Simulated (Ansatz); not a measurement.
We consider MgSiP2 (I-42d, No. 122, 8 atoms in the cell), described by PBEsol (plane waves, PAW; Ansatz, a quantum-chemistry and plane-wave program).

Run with plane-wave cutoff 520 eV, 8×8×8 k mesh, Fermi–Dirac smearing 0.01 eV, scalar-relativistic PAW data made under PBE.

Computed at the level's own relaxed cell.

```
MgP2Si
1.0
   -2.86757     2.86757     5.03701
    2.86757    -2.86757     5.03701
    2.86757     2.86757    -5.03701
Mg Si P
2 2 4
Direct
  0.00000   0.00000   0.00000
  0.75000   0.25000   0.50000
  0.50000   0.50000   0.00000
  0.25000   0.75000   0.50000
  0.87500   0.83230   0.45730
  0.16770   0.62500   0.04270
  0.37500   0.41770   0.54270
  0.58230   0.12500   0.95730
```

Question: List the 22 lowest band energies at Γ above −25 eV (eV, relative to the valence band maximum), grouping those that round alike.

Answer: At Γ: -12.37, -9.49 (×2), -9.28, -8.28, -4.91, -4.21 (×2), -3.87, -3.22, -2.78, -1.78 (×2), -0.34 (×2), 0.00, 1.15, 2.24, 2.85, 3.80 (×2), 3.86.
